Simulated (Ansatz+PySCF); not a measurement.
# singlet C2: levels of theory in one basis

```xyz
2

C     0.0000    0.0000   -1.8841
C     0.0000    0.0000    1.8841
```

Basis set: cc-pVDZ (spherical functions). Left uncorrelated: 2 orbitals. Charge 0, multiplicity 1.

Computed with Ansatz (development build ahead of 0.2.0); each method stands on the lowest determinant of its kind that the runs found. NEVPT2 correlates all electrons. Active spaces start from the frontier orbitals, and the lowest solution found is given.

```tsv
method	E − E(RHF) (eV)	<S²> of the determinant
RHF	0.00	0.00
UHF	-4.88	2.01
RHF-MP2	-3.58	–
UHF-MP2	-7.70	2.01
RHF-CCSD	-5.55	–
RHF-CCSD(T)	-5.72	–
UHF-CCSD(T)	-8.90	2.01
UHF-CCSDT(Q)	-8.92	2.01
CASSCF(8,8)	-5.67	–
```

(1) What does SC-NEVPT2(8,8) give on the same scale?

(2) Is a single determinant a sound starting point here?

Results:

(1) -8.21 eV. NEVPT2 here correlates all electrons, so it doesn't share the others' frozen core.

(2) It is doubtful. Unrestricted orbitals lower Hartree–Fock by 4.88 eV and <S²> is 2.01 where a pure state has 0.00, a sign of strong static correlation. The CASSCF(8,8) natural occupations are 1.96, 1.95, 1.07, 1.02, 0.98, 0.93, 0.05, 0.04.

Caution for RHF, RHF-MP2, RHF-CCSD, RHF-CCSD(T): an unrestricted determinant lies well below. Caution for RHF, UHF, RHF-MP2, UHF-MP2, RHF-CCSD, RHF-CCSD(T), UHF-CCSD(T), UHF-CCSDT(Q): the determinant breaks the point group. Caution for UHF, UHF-MP2, UHF-CCSD(T), UHF-CCSDT(Q): the unrestricted determinant is a mixture of spin states. Caution for RHF-MP2, RHF-CCSD, RHF-CCSD(T): large amplitudes, a single reference is doubtful. Caution for RHF-MP2, UHF-MP2: another reference gives a lower total. Caution for UHF-MP2, UHF-CCSD(T), UHF-CCSDT(Q): bonds are stretched, where a single reference can fail. Caution for RHF-CCSD(T): the program finds a lower state of this spin; the program doubts this total.
